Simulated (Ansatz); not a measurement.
The first iterations of a band of BFH2 + ClH (6 atoms, charge 0, multiplicity 1).

Theory: Ansatz, RKS r2SCAN/6-31G*.

* movable images: 7
* climbing image: from the first iteration
* spring: 5.0 eV/Å²
* optimiser: fire
* start path: through a guess of the saddle point
* force threshold: 0.05 eV/Å
* iteration limit: 60
* end points: relaxed

Initial state:

```xyz
6
Properties=species:S:1:pos:R:3
B -0.008 0.312 -0.063
F -0.011 0.558 1.248
H 1.053 0.269 -0.617
H -1.069 0.202 -0.609
Cl 0.093 -2.615 0.912
H 0.078 -1.840 1.940
```

Final state:

```xyz
6
Properties=species:S:1:pos:R:3
B 0.016 -0.408 -0.174
F 0.009 0.110 1.720
H 1.049 0.105 -0.465
H -1.052 0.037 -0.453
Cl 0.075 -2.194 0.102
H 0.040 -0.765 2.082
```

| iteration | highest image above the first end (eV) | largest band force component (eV/Å) |
| --- | --- | --- |
| 1 | 2.010 | 5.544 |
| 2 | 1.338 | 2.299 |
| 3 | 1.035 | 3.374 |
| 4 | 1.013 | 2.246 |
| 5 | 0.973 | 1.419 |
| 6 | 0.923 | 1.075 |
| 7 | 0.913 | 0.999 |
| 8 | 0.896 | 0.851 |
| 9 | 0.875 | 0.646 |
| 10 | 0.871 | 0.606 |
| 11 | 0.863 | 0.552 |

Task: Does the band converge within its limit, and where does its top end?

Result: The run converged. It ended after 35 iterations with the highest image 0.815 eV above the first end. Another band between the same ends (7 images) ends at a top of the same energy, where a vibrational analysis finds 1 clearly imaginary mode. The orbitals stay closed-shell, which can raise the energy where a bond breaks towards radicals; this wasn't checked here.

The run took 6.9 min on 1 thread of Arm Neoverse V2, with other jobs on the host, peak memory 0.11 GiB.
